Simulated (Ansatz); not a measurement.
Born–Oppenheimer molecular dynamics of BFH3N (6 atoms, charge 0, multiplicity 1). It starts from a relaxed structure.

All numbers below come from Ansatz, RKS PBE/cc-pVDZ.

* ensemble: NVT, Nosé–Hoover chain
* time step: 0.5 fs
* steps asked: 250
* set temperature: 1000 K
* thermostat: time constant 100 fs, chain length 3 (defaults)
* seed: 421610

First frame:

```xyz
6
Properties=species:S:1:pos:R:3
B 0.062 0.018 -0.044
F -0.032 -0.644 1.142
N 1.279 0.009 -0.735
H 2.110 -0.474 -0.391
H 1.406 0.488 -1.624
H -0.910 0.603 -0.478
```

Question: How far do the bonds stretch over the last three quarters of this one trajectory? (Pairs bonded in most of those frames.)

Answer: 
```
 bond  mean (Å)  spread (Å)  shortest  longest
B1–F2     1.364       0.046      1.29     1.46
B1–N3     1.408       0.050      1.31     1.51
B1–H6     1.221       0.038      1.16     1.28
N3–H4     1.028       0.023      0.99     1.09
N3–H5     1.024       0.018      0.98     1.06
```

Mean temperature of the second half: 629 K. The conserved energy stayed within 0.45 meV per atom of its start (net change 0.26 meV per atom), so the integration is sound. The mean temperature of the second half is 37 % below the set value. A run of 0.12 ps of so small a system gives no equilibrium averages.

Run time: 6.4 min on 1 thread of Arm Neoverse N1, with other jobs on the host, peak memory 0.091 GiB.
